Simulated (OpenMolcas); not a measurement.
# CH3BS (SMILES B1CS1) at 6 levels

Aim: a comparison of 6 runs (B3LYP/6-31G*, BP86/6-31G*, BLYP/cc-pVDZ, PBE0/def2-SVP, M06-2X/6-311+G**) of CH3BS. 

The calculation is run with OpenMolcas 26.06.

3 further runs of the same task are left out: 1 that didn't finish, 2 set aside as unsound or not needed.

### 1 The system as given

The species is CH3BS (6 atoms), meant as a singlet with charge 0. SMILES: `B1CS1`. The coordinates come from a GFN2-xTB relaxation.

Bond lengths: B1–C2 1.537 Å, B1–S3 1.724 Å, C2–S3 1.851 Å, B1–H4 1.152 Å, C2–H5 1.083 Å, C2–H6 1.084 Å. Angles: B1–C2–S3 60.4°, C2–B1–S3 68.9°, B1–S3–C2 50.8°, B1–C2–H5 122.7°, B1–C2–H6 122.7°, S3–C2–H5 113.1°, S3–C2–H6 113.1°, C2–B1–H4 149.9°, S3–B1–H4 141.3°, H5–C2–H6 112.0°.

### 2 Energy and gradient at B3LYP/6-31G(d) (spherical functions) (run 1)

test.input reads:

```
&GATEWAY
  BASLIB=$CurrDir
  COORD
  6
  angstrom
  B       -0.502940      -0.717360      -0.241840
  C        0.205840       0.608490       0.076610
  S        0.962340      -0.988660       0.625990
  H       -1.386660      -1.286440      -0.713360
  H        0.810580       1.138370      -0.649510
  H       -0.089160       1.245590       0.902130
  BASIS=6-31Gs
  GROUP=NoSym

&SEWARD
  GRIDINPUT
  Grid=UltraFine
  End of Grid

&SCF
  KSDFT=B3LYP
  THRESHOLDS=1e-10 1e-07 1e-07 1e-05
  PRORBITALS=1 1

&ALASKA
```

The basis set 6-31G* is read from a file made from the Basis Set Exchange's data (not shown).

Run with:

```
$ export MOLCAS_MEM=1860
$ pymolcas test.input > test.log
```

Standard output:

```text
--- Start Module: gateway ---
[...]
--- Stop Module: gateway /rc=_RC_ALL_IS_WELL_ ---
[...]
      Basis functions           52
[...]
--- Start Module: scf ---
[...]
       Convergence after  14 Iterations
[...]
::    Total KS-DFT energy                            -462.9340602365
[...]
      Total spin, S                                     0.0000000000
[...]
      Total electronic charge=   30.000000
      Total            charge=   -0.000000
[...]
      Dipole Moment (debye):
      Origin of the operator (angstrom)=    0.4660   -0.5361    0.3070
                   X= -5.0043E-01               Y=  9.1308E-01               Z= -3.5350E-01           Total=  1.0996E+00
      Quadrupole Moment (debye*angstrom):
[...]
--- Stop Module: scf /rc=_RC_ALL_IS_WELL_ ---
[...]
--- Start Module: alaska ---
[...]
 *              Molecular gradients               *
 **************************************************
  Irreducible representation: a
 ------------------------------------------------------------------------------------------
                              X                       Y                       Z
 ------------------------------------------------------------------------------------------
  B1               -1.18923152923323E-03   -1.01722558090578E-02    2.24092839049561E-05
  C2                2.30715483145438E-03   -8.88934949215070E-03    1.70525953013634E-03
  S3               -1.80730889724554E-02    1.68158434705354E-02   -1.16257745522734E-02
  H4                1.31201957053850E-02    7.11280024738103E-03    7.11841801942481E-03
  H5               -2.37312891441910E-04   -2.21251006918588E-03    5.09713322991834E-03
  H6                4.07228285634131E-03   -2.65452834754276E-03   -2.31744551111213E-03
 ------------------------------------------------------------------------------------------
--- Stop Module: alaska /rc=_RC_ALL_IS_WELL_ ---
[...]
```

Wall time 15 s (1 thread of Arm Neoverse V1, shared host); peak memory 0.38 GiB.

### 3 Energy and gradient at BP86/6-31G(d) (spherical functions) (run 2)

job.inp reads:

```
>>> EXPORT MOLCAS_PRINT=2
&GATEWAY
BasLib = $CurrDir
Coord
6
bohr
B     -0.95041886    -1.35561393    -0.45701137
C      0.38898123     1.14987945     0.14477192
S      1.81855904    -1.86829663     1.18294966
H     -2.62040763    -2.43101928    -1.34805503
H      1.53177420     2.15120753    -1.22739602
H     -0.16848798     2.35382396     1.70477863
Basis = 6-31Gs
Group = NoSym
&SEWARD
GridInput
Grid=UltraFine
End of Grid
&SCF
KSDFT = 2
1.0 GGA_X_B88
1.0 GGA_C_P86
Thresholds = 1e-10 1e-07 1e-07 1e-05
PrOrbitals = 1 1
&ALASKA
```

The basis set 6-31G* is read from a file made from the Basis Set Exchange's data (not shown).

Run with:

```
$ export MOLCAS_MEM=1860
$ pymolcas job.inp > job.log
```

Standard output:

```text
--- Start Module: gateway ---
[...]
--- Stop Module: gateway /rc=_RC_ALL_IS_WELL_ ---
[...]
      Basis functions           52
[...]
--- Start Module: scf ---
[...]
       Convergence after  15 Iterations
[...]
::    Total KS-DFT energy                            -462.9491703496
[...]
      Total spin, S                                     0.0000000000
[...]
      Total electronic charge=   30.000000
      Total            charge=   -0.000000
[...]
      Dipole Moment (debye):
      Origin of the operator (angstrom)=    0.4660   -0.5361    0.3070
                   X= -3.7577E-01               Y=  9.0685E-01               Z= -2.8075E-01           Total=  1.0210E+00
      Quadrupole Moment (debye*angstrom):
[...]
--- Stop Module: scf /rc=_RC_ALL_IS_WELL_ ---
[...]
--- Start Module: alaska ---
[...]
 *              Molecular gradients               *
 **************************************************
  Irreducible representation: a
 ------------------------------------------------------------------------------------------
                              X                       Y                       Z
 ------------------------------------------------------------------------------------------
  B1               -5.31955519100791E-06   -9.96223568823140E-03    6.98561787151775E-04
  C2                3.07019241106943E-03   -7.33672662479634E-03    2.04561884358090E-03
  S3               -2.16259248574406E-02    1.89345920167376E-02   -1.38323868204466E-02
  H4                1.68161782833267E-02    9.95714105785694E-03    9.05691094604832E-03
  H5               -3.84061645502687E-03   -5.27183179425350E-03    9.13367555178857E-03
  H6                5.58549017329135E-03   -6.32093896726849E-03   -7.10238030809052E-03
 ------------------------------------------------------------------------------------------
--- Stop Module: alaska /rc=_RC_ALL_IS_WELL_ ---
[...]
```

Wall time 15 s (1 thread of Arm Neoverse V1, shared host); peak memory 0.38 GiB.

Runs 3 to 5 aren't shown in full; the table further down has their settings and results.

### 4 Energy and gradient at M06-2X/6-311+G(d,p) (run 6)

calc.input reads:

```
* CH3BS Kohn-Sham DFT

&GATEWAY
 BasLib=$CurrDir
 Coord
 6
 angstrom
 B       -0.502940      -0.717360      -0.241840
 C        0.205840       0.608490       0.076610
 S        0.962340      -0.988660       0.625990
 H       -1.386660      -1.286440      -0.713360
 H        0.810580       1.138370      -0.649510
 H       -0.089160       1.245590       0.902130
 Basis=6-311pGss
 Group=NoSym

&SEWARD
 GridInput
 Grid=UltraFine
 End of Grid

&SCF
 KSDFT=M062X
 Thresholds=1e-10 1e-07 1e-07 1e-05
 PrOrbitals=1

&ALASKA
```

The basis set 6-311+G** is read from a file made from the Basis Set Exchange's data (not shown).

Run with:

```
$ export MOLCAS_MEM=1860
$ pymolcas calc.input > calc.log
```

Standard output:

```text
--- Start Module: gateway ---
[...]
--- Stop Module: gateway /rc=_RC_ALL_IS_WELL_ ---
[...]
      Basis functions           92
[...]
--- Start Module: scf ---
[...]
       Convergence after  14 Iterations
[...]
::    Total KS-DFT energy                            -462.9152986941
[...]
      Total spin, S                                     0.0000000000
[...]
      Total electronic charge=   30.000000
      Total            charge=   -0.000000
[...]
      Dipole Moment (debye):
      Origin of the operator (angstrom)=    0.4660   -0.5361    0.3070
                   X= -5.3769E-01               Y=  7.9212E-01               Z= -3.6658E-01           Total=  1.0252E+00
      Quadrupole Moment (debye*angstrom):
[...]
--- Stop Module: scf /rc=_RC_ALL_IS_WELL_ ---
[...]
--- Start Module: alaska ---
[...]
 *              Molecular gradients               *
 **************************************************
  Irreducible representation: a
 ------------------------------------------------------------------------------------------
                              X                       Y                       Z
 ------------------------------------------------------------------------------------------
  B1               -2.91367639225104E-03   -8.37003850487206E-03   -1.10698149720267E-03
  C2               -1.72270140717101E-03   -4.67091633608696E-03   -9.19899679614922E-04
  S3               -1.03634558486654E-02    7.83710747290023E-03   -6.53476734792058E-03
  H4                1.00978284072557E-02    4.86155038799829E-03    5.52745147328437E-03
  H5                1.28432081720975E-03    2.75132800812816E-04    3.52080469528193E-03
  H6                3.61768442366073E-03    6.71641792697741E-05   -4.86607643845005E-04
 ------------------------------------------------------------------------------------------
--- Stop Module: alaska /rc=_RC_ALL_IS_WELL_ ---
[...]
```

It took 39 s on 1 thread of Arm Neoverse V1, shared host; peak memory 0.51 GiB.

### 5 The series

| run | level | Cartesian functions | energy (Eh) | dipole moment (D) | HOMO energy (eV) | LUMO energy (eV) | wall time |
| --- | --- | --- | --- | --- | --- | --- | --- |
| 1 | B3LYP/6-31G* (spherical functions) | no | -462.934060 | 1.10 | -7.29 | -1.11 | 15 s |
| 2 | BP86/6-31G* (spherical functions) | no | -462.949170 | 1.02 | -6.50 | -1.98 | 15 s |
| 3 | B3LYP/6-31G* (Cartesian functions) | yes | -462.938060 | 1.10 | -7.29 | -1.11 | 15 s |
| 4 | BLYP/cc-pVDZ | no | -462.893897 | 0.82 | -6.22 | -1.81 | 18 s |
| 5 | PBE0/def2-SVP | no | -462.540336 | 0.93 | -7.63 | -1.07 | 15 s |
| 6 | M06-2X/6-311+G** | no | -462.915299 | 1.03 | -8.81 | -0.42 | 39 s |

### 6 Outcome

| quantity | value |
| --- | --- |
| run 6: total energy | -462.91530 Eh |
| run 6: dipole moment | 1.03 D |
| run 6: HOMO energy | -8.81 eV |
| run 6: LUMO energy | -0.42 eV |
| run 6: HOMO–LUMO gap | 8.39 eV |
| run 6: largest force on an atom | 0.748 eV/Å |

In words: The dipole moment (its size) runs from 0.82 D (BLYP/cc-pVDZ) to 1.10 D (B3LYP/6-31G*). The two ends differ in method and basis. The HOMO–LUMO gap runs from 4.41 eV (BLYP/cc-pVDZ) to 8.39 eV (M06-2X/6-311+G**). Totals of different functionals can't be ranked against each other. All runs together took 2 min, the longest 39 s.
